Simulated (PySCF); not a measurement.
## A thermochemical cycle for HCl

PBE in PySCF with def2-TZVPPD on every atom, for the lowest determinant that a PBE0 search found; no spin–orbit coupling. HCl, a singlet (closed shell), has De = 4.63 eV to neutral atoms, and HCl⁺, a doublet (π ↑), has De = 4.92 eV to H + Cl⁺.

The adiabatic ionisation energy of HCl, between the minima, is 12.69 eV.

Which ionisation energy of the Cl atom does this level give?

IE(Cl) = IE(molecule) + De(ion) − De(neutral) = 12.69 + 4.92 − 4.63 = 12.98 eV; the measured value is 12.968 eV (NIST ASD).

For an ion De counts to the pair picked by the measured ionisation energies or electron affinities, which need not be the lowest pair at this level. States were picked by a PBE0 search and need not be the measured ground states.
